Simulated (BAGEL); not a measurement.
# C2H2N2S (SMILES c1csnn1) at 3 levels

Aim: a comparison of 3 runs (HF/STO-3G, HF/3-21G, HF/def2-SVP) of C2H2N2S. 

Program for the calculation: BAGEL 1.2.2.

### Step 1. The structure to begin with

The species is C2H2N2S (7 atoms), meant as a singlet with charge 0. As SMILES, `c1csnn1`. The C2–H7 distance was set to 1.925 Å, away from the relaxed value. At this shape a bond of the SMILES string is far longer than usual.

Bond lengths: C1–C2 1.371 Å, C2–S3 1.706 Å, S3–N4 1.660 Å, C1–N5 1.341 Å, N4–N5 1.253 Å, C1–H6 1.073 Å. Angles: C1–C2–S3 107.9°, C2–C1–N5 112.7°, C2–S3–N4 91.1°, S3–N4–N5 113.3°, C1–N5–N4 115.0°, C2–C1–H6 127.2°, N5–C1–H6 120.0°.

### Step 2. A single-point energy at HF/STO-3G (density fitting with qzvpp-jkfit) (run 1)

Input file input.json:

```json
{ "bagel": [

{
  "title": "molecule",
  "basis": "sto-3g",
  "df_basis": "qzvpp-jkfit",
  "angstrom": true,
  "geometry": [
    { "atom": "C", "xyz": [    0.992610,    0.330253,   -0.588505 ] },
    { "atom": "C", "xyz": [   -0.152890,   -0.200357,   -0.053615 ] },
    { "atom": "S", "xyz": [   -0.581000,   -1.565997,   -0.981425 ] },
    { "atom": "N", "xyz": [    0.734170,   -1.345957,   -1.970685 ] },
    { "atom": "N", "xyz": [    1.433270,   -0.355527,   -1.653235 ] },
    { "atom": "H", "xyz": [    1.529950,    1.193813,   -0.245985 ] },
    { "atom": "H", "xyz": [   -1.190120,    0.384400,    1.459200 ] }
  ]
},
{ "title": "hf" },
{ "title": "print", "file": "orbitals.molden", "orbitals": true }

]}
```

On the command line:

```bash
$ BAGEL_NUM_THREADS=1 BAGEL input.json > input.out
```

Standard output:

```text
* using 1 threads per process

  ===============================================================
  ===============================================================

  *** Geometry ***

  { "atom" : "C", "xyz" : [      1.875761,      0.624088,     -1.112113 ] },
  { "atom" : "C", "xyz" : [     -0.288920,     -0.378620,     -0.101318 ] },
  { "atom" : "S", "xyz" : [     -1.097931,     -2.959305,     -1.854624 ] },
  { "atom" : "N", "xyz" : [      1.387380,     -2.543490,     -3.724055 ] },
  { "atom" : "N", "xyz" : [      2.708488,     -0.671849,     -3.124161 ] },
  { "atom" : "H", "xyz" : [      2.891186,      2.255980,     -0.464844 ] },
  { "atom" : "H", "xyz" : [     -2.249001,      0.726411,      2.757488 ] },

  Number of auxiliary basis functions:      468

  Since a DF basis is specified, we compute 2- and 3-index integrals:
    o Being stored without compression. Storage requirement is 0.004 GB

  Number of basis functions:       31
  Number of electrons      :       44

    * METHOD: MOLECULE                             0.18

  *** RHF ***

  === Nuclear Repulsion ===
   207.5119070899

      * DIIS with orbital gradients will be used.

  === RHF iteration (sto-3g) ===
      0       -576.28271052          0.01381599           0.02
      1       -576.32631417          0.00898457           0.02
      2       -576.34802171          0.00208793           0.02
      3       -576.35038480          0.00071571           0.02
      4       -576.35074015          0.00026689           0.02
      5       -576.35081780          0.00009476           0.02
      6       -576.35082687          0.00004200           0.02
      7       -576.35082789          0.00001594           0.02
      8       -576.35082810          0.00000537           0.02
      9       -576.35082812          0.00000314           0.02
     10       -576.35082813          0.00000136           0.02
     11       -576.35082813          0.00000060           0.02
     12       -576.35082813          0.00000023           0.02
     13       -576.35082813          0.00000011           0.02
     14       -576.35082813          0.00000004           0.02
     15       -576.35082813          0.00000002           0.02
     16       -576.35082813          0.00000001           0.02
     17       -576.35082813          0.00000000           0.02
    * SCF iteration converged.

    * Permanent dipole moment:
           (    0.969302,    -0.295045,    -1.170603) a.u.

    * METHOD: HF                                   0.40

    * METHOD: PRINT                                0.00

  ===============================================================
```

It took 0.83 s on 1 thread of AMD EPYC 7B13 (Zen 3), shared host; peak memory 0.079 GiB.

### Step 3. The energy at HF/3-21G (density fitting with qzvpp-jkfit) (run 2)

Input file hf.json:

```json
{ "bagel": [

{
  "title": "molecule",
  "basis": "3-21g",
  "df_basis": "qzvpp-jkfit",
  "angstrom": true,
  "geometry": [
    { "atom": "C", "xyz": [    0.992610,    0.330253,   -0.588505 ] },
    { "atom": "C", "xyz": [   -0.152890,   -0.200357,   -0.053615 ] },
    { "atom": "S", "xyz": [   -0.581000,   -1.565997,   -0.981425 ] },
    { "atom": "N", "xyz": [    0.734170,   -1.345957,   -1.970685 ] },
    { "atom": "N", "xyz": [    1.433270,   -0.355527,   -1.653235 ] },
    { "atom": "H", "xyz": [    1.529950,    1.193813,   -0.245985 ] },
    { "atom": "H", "xyz": [   -1.190120,    0.384400,    1.459200 ] }
  ]
},
{ "title": "hf" },
{ "title": "print", "file": "orbitals.molden", "orbitals": true }

]}
```

On the command line:

```bash
$ BAGEL_NUM_THREADS=1 BAGEL hf.json > hf.out
```

Standard output:

```text
* using 1 threads per process

  ===============================================================
  ===============================================================

  *** Geometry ***

  { "atom" : "C", "xyz" : [      1.875761,      0.624088,     -1.112113 ] },
  { "atom" : "C", "xyz" : [     -0.288920,     -0.378620,     -0.101318 ] },
  { "atom" : "S", "xyz" : [     -1.097931,     -2.959305,     -1.854624 ] },
  { "atom" : "N", "xyz" : [      1.387380,     -2.543490,     -3.724055 ] },
  { "atom" : "N", "xyz" : [      2.708488,     -0.671849,     -3.124161 ] },
  { "atom" : "H", "xyz" : [      2.891186,      2.255980,     -0.464844 ] },
  { "atom" : "H", "xyz" : [     -2.249001,      0.726411,      2.757488 ] },

  Number of auxiliary basis functions:      468

  Since a DF basis is specified, we compute 2- and 3-index integrals:
    o Being stored without compression. Storage requirement is 0.011 GB

  Number of basis functions:       53
  Number of electrons      :       44

    * METHOD: MOLECULE                             0.16

  *** RHF ***

  === Nuclear Repulsion ===
   207.5119070899

      * DIIS with orbital gradients will be used.

  === RHF iteration (3-21g) ===
      0       -579.94516476          0.01511717           0.04
      1       -580.00738452          0.01008398           0.03
      2       -580.03674468          0.00265829           0.03
      3       -580.04054765          0.00092522           0.03
      4       -580.04101800          0.00038360           0.03
      5       -580.04118817          0.00016112           0.03
      6       -580.04121277          0.00009638           0.03
      7       -580.04121871          0.00003554           0.03
      8       -580.04122000          0.00001062           0.03
      9       -580.04122005          0.00000706           0.03
     10       -580.04122008          0.00000296           0.03
     11       -580.04122009          0.00000163           0.03
     12       -580.04122009          0.00000056           0.03
     13       -580.04122009          0.00000042           0.03
     14       -580.04122009          0.00000013           0.03
     15       -580.04122009          0.00000006           0.03
     16       -580.04122009          0.00000003           0.03
     17       -580.04122009          0.00000001           0.03
     18       -580.04122009          0.00000001           0.03
    * SCF iteration converged.

    * Permanent dipole moment:
           (    0.822762,    -0.609073,    -1.339787) a.u.

    * METHOD: HF                                   0.69

    * METHOD: PRINT                                0.01

  ===============================================================
```

It took 1.1 s on 1 thread of AMD EPYC 7B13 (Zen 3), shared host; peak memory 0.083 GiB.

### Step 4. A single-point energy at HF/def2-SVP (density fitting with qzvpp-jkfit) (run 3)

Input file input.json:

```json
{ "bagel" : [

{
  "title" : "molecule",
  "basis" : "svp",
  "df_basis" : "qzvpp-jkfit",
  "angstrom" : "true",
  "geometry" : [
    { "atom" : "C", "xyz" : [    0.992610,    0.330253,   -0.588505 ] },
    { "atom" : "C", "xyz" : [   -0.152890,   -0.200357,   -0.053615 ] },
    { "atom" : "S", "xyz" : [   -0.581000,   -1.565997,   -0.981425 ] },
    { "atom" : "N", "xyz" : [    0.734170,   -1.345957,   -1.970685 ] },
    { "atom" : "N", "xyz" : [    1.433270,   -0.355527,   -1.653235 ] },
    { "atom" : "H", "xyz" : [    1.529950,    1.193813,   -0.245985 ] },
    { "atom" : "H", "xyz" : [   -1.190120,    0.384400,    1.459200 ] }
  ]
},
{
  "title" : "hf"
},
{
  "title" : "print",
  "file" : "orbitals.molden",
  "orbitals" : "true"
}

]}
```

On the command line:

```bash
$ BAGEL_NUM_THREADS=1 BAGEL input.json > input.out
```

Standard output:

```text
* using 1 threads per process

  ===============================================================
  ===============================================================

  *** Geometry ***

  { "atom" : "C", "xyz" : [      1.875761,      0.624088,     -1.112113 ] },
  { "atom" : "C", "xyz" : [     -0.288920,     -0.378620,     -0.101318 ] },
  { "atom" : "S", "xyz" : [     -1.097931,     -2.959305,     -1.854624 ] },
  { "atom" : "N", "xyz" : [      1.387380,     -2.543490,     -3.724055 ] },
  { "atom" : "N", "xyz" : [      2.708488,     -0.671849,     -3.124161 ] },
  { "atom" : "H", "xyz" : [      2.891186,      2.255980,     -0.464844 ] },
  { "atom" : "H", "xyz" : [     -2.249001,      0.726411,      2.757488 ] },

  Number of auxiliary basis functions:      468

  Since a DF basis is specified, we compute 2- and 3-index integrals:
    o Being stored without compression. Storage requirement is 0.026 GB

  Number of basis functions:       84
  Number of electrons      :       44

    * METHOD: MOLECULE                             0.24

  *** RHF ***

  === Nuclear Repulsion ===
   207.5119070899

      * DIIS with orbital gradients will be used.

  === RHF iteration (svp) ===
      0       -582.65627633          0.01445989           0.06
      1       -582.74770044          0.01139182           0.06
      2       -582.81867396          0.00208166           0.05
      3       -582.82364925          0.00093175           0.05
      4       -582.82442656          0.00035051           0.05
      5       -582.82466444          0.00016794           0.06
      6       -582.82472624          0.00009271           0.05
      7       -582.82474341          0.00003910           0.06
      8       -582.82474618          0.00001396           0.05
      9       -582.82474637          0.00000798           0.05
     10       -582.82474647          0.00000355           0.06
     11       -582.82474648          0.00000206           0.05
     12       -582.82474649          0.00000098           0.05
     13       -582.82474649          0.00000065           0.05
     14       -582.82474649          0.00000026           0.06
     15       -582.82474649          0.00000013           0.06
     16       -582.82474649          0.00000007           0.05
     17       -582.82474649          0.00000004           0.06
     18       -582.82474649          0.00000002           0.05
     19       -582.82474649          0.00000001           0.05
     20       -582.82474649          0.00000001           0.05
    * SCF iteration converged.

    * Permanent dipole moment:
           (    0.795821,    -0.469101,    -1.180019) a.u.

    * METHOD: HF                                   1.30

    * METHOD: PRINT                                0.03

  ===============================================================
```

It took 1.8 s on 1 thread of AMD EPYC 7B13 (Zen 3), shared host; peak memory 0.11 GiB.

### Step 5. All runs side by side

```csv
run,level,energy (Eh),dipole moment (D),HOMO energy (eV),LUMO energy (eV),wall time
1,HF/STO-3G (density fitting with qzvpp-jkfit),-576.350828,3.94,-8.41,3.99,0.83 s
2,HF/3-21G (density fitting with qzvpp-jkfit),-580.041220,4.29,-10.78,0.71,1.1 s
3,HF/def2-SVP (density fitting with qzvpp-jkfit),-582.824746,3.81,-10.58,0.45,1.8 s
```

### Step 6. Outcome

| quantity | value |
| --- | --- |
| run 3: total energy | -582.82475 Eh |
| run 3: dipole moment | 3.81 D |
| run 3: HOMO energy | -10.58 eV |
| run 3: LUMO energy | 0.45 eV |
| run 3: HOMO–LUMO gap | 11.03 eV |

The dipole moment (its size) runs from 3.81 D (HF/def2-SVP) to 4.29 D (HF/3-21G). The HOMO–LUMO gap runs from 11.03 eV (HF/def2-SVP) to 12.41 eV (HF/STO-3G). In run 1 the basis is minimal, so the values are rough. In runs 1, 2, 3 a closed-shell determinant meets a far-stretched bond, which it describes badly. All runs together took 3.7 s, the longest 1.8 s.
